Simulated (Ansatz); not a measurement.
Geometry optimisation, Ansatz, RKS PBE-D4/def2-TZVP.

Input:

```yaml
crystal:
  periodic: [false, false, false]
  atoms:
    - { symbol: B, position_ang: [0.217143, -0.073789, 0.187048] }
    - { symbol: H, position_ang: [0.209647, -0.118276, 1.380326] }
    - { symbol: O, position_ang: [1.385286, -0.377626, -0.481507] }
    - { symbol: H, position_ang: [2.106176, -0.599057, 0.132246] }
    - { symbol: H, position_ang: [-0.731352, 0.216848, -0.491312] }
basis:
  gaussian: { orbitals: def2-TZVP }
hamiltonian:
  xc: pbe
  dispersion: d4
relax:
  f_tol: 0.03
  max_steps: 50
```

Launched with:

```bash
$ ansatz run input.yaml --threads 1 --pin off --max-ram 2048MiB --backend cpu --events-out ev --progress --plain --runs-dir out
```

Q: Where does it end, and by what steps?

A: The run converged. After 4 steps the energy has fallen by 0.012 eV; H2 moved furthest, 0.03 Å.

| step | energy less start (eV) | largest force component (eV/Å) | accepted |
| --- | --- | --- | --- |
| 0 | 0.0000 | 0.737 | yes |
| 1 | -0.0092 | 0.365 | yes |
| 2 | -0.0093 | 0.182 | yes |
| 3 | -0.0115 | 0.102 | yes |
| 4 | -0.0120 | 0.009 | yes |

```xyz
5
Properties=species:S:1:pos:R:3
B 0.229 -0.078 0.187
H 0.189 -0.112 1.394
O 1.377 -0.373 -0.478
H 2.112 -0.602 0.116
H -0.720 0.213 -0.491
```

Whether the end is a true minimum wasn't checked by a vibrational analysis.

Run time: 4.3 s on 1 thread of Intel(R) Xeon(R) Platinum 8488C (Sapphire Rapids), with other jobs on the host, peak memory 0.12 GiB.
